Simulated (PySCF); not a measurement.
Compound: 2-butenal, C4H6O.
SMILES with atom numbers: `[CH3:1]/[CH:2]=[CH:3]/[CH:4]=[O:5]` (hydrogens: H6, H7, H8 on C1; H9 on C2; H10 on C3; H11 on C4)

The calculation used core-valence-separated Tamm–Dancoff BHandHLYP/aug-pcX-1 (pcseg-1 on H) in PySCF, non-relativistic, gas phase, PBE0-D3(BJ)/def2-SVP geometry.

Computed carbon K-edge spectrum, Gaussian lines of 0.5 eV full width, highest printed point 100; it ends one width below the last computed root. The energies are unshifted.

| photon energy (eV) | absorption |
| --- | --- |
| 281.6 | 1 |
| 281.7 | 4 |
| 281.8 | 11 |
| 281.9 | 25 |
| 282.0 | 47 |
| 282.1 | 71 |
| 282.2 | 90 |
| 282.3 | 97 |
| 282.4 | 89 |
| 282.5 | 72 |
| 282.6 | 52 |
| 282.7 | 34 |
| 282.8 | 26 |
| 282.9 | 31 |
| 283.0 | 47 |
| 283.1 | 67 |
| 283.2 | 80 |
| 283.3 | 76 |
| 283.4 | 58 |
| 283.5 | 35 |
| 283.6 | 17 |
| 283.7 | 7 |
| 283.8 | 2 |
| 283.9 | 1 |
| 284.0 | 0 |
| 284.1 | 0 |
| 284.2 | 0 |
| 284.3 | 0 |
| 284.4 | 0 |
| 284.5 | 0 |
| 284.6 | 0 |
| 284.7 | 0 |
| 284.8 | 0 |
| 284.9 | 0 |
| 285.0 | 1 |
| 285.1 | 3 |
| 285.2 | 7 |
| 285.3 | 14 |
| 285.4 | 22 |
| 285.5 | 28 |
| 285.6 | 30 |
| 285.7 | 26 |
| 285.8 | 21 |
| 285.9 | 17 |
| 286.0 | 18 |
| 286.1 | 29 |
| 286.2 | 48 |
| 286.3 | 72 |
| 286.4 | 92 |
| 286.5 | 100 |
| 286.6 | 91 |
| 286.7 | 69 |
| 286.8 | 43 |
| 286.9 | 24 |
| 287.0 | 12 |
| 287.1 | 9 |
| 287.2 | 9 |
| 287.3 | 10 |
| 287.4 | 11 |
| 287.5 | 11 |
| 287.6 | 11 |

Question: Where are the maxima, and which lines make them up?

Answer: 4 maxima:
- 282.3 eV: C2 (alkene CH carbon), 282.21 eV, f = 0.067, 1s→π*, 69 % of the height at the exact maximum; C3 (alkene CH carbon), 282.48 eV, f = 0.040, 1s→π*, 31 % of the height at the exact maximum
- 283.2 eV: C4 (aldehyde carbon), 283.23 eV, f = 0.074, 1s→π*, 100 % of the height at the exact maximum
- 285.6 eV: C3 (alkene CH carbon), 285.53 eV, f = 0.021, 76 % of the height at the exact maximum; C1 (allylic carbon), 285.73 eV, f = 0.008, 24 % of the height at the exact maximum
- 286.5 eV: C1 (allylic carbon), 286.57 eV, f = 0.036, 36 % of the height at the exact maximum; C1 (allylic carbon), 286.42 eV, f = 0.027, 27 % of the height at the exact maximum; C2 (alkene CH carbon), 286.57 eV, f = 0.023, 23 % of the height at the exact maximum; C3 (alkene CH carbon), 286.31 eV, f = 0.018, 13 % of the height at the exact maximum

Roots within 0.03 eV on the same or equivalent atoms count as one line; shares under 12 % aren't listed.

Vibrational structure and lifetime widths aren't in the curve. The ionisation threshold wasn't computed; near and above it a finite basis only mimics Rydberg series and continuum.

The run took about 29 s of CPU time (one thread, shared machine).

Shape of the structure used: `[CH3:1]/[CH:2]=[CH:3]/[CH:4]=[O:5]`: C2–C3–C4–O5 -178°.

One conformer stands for the species.
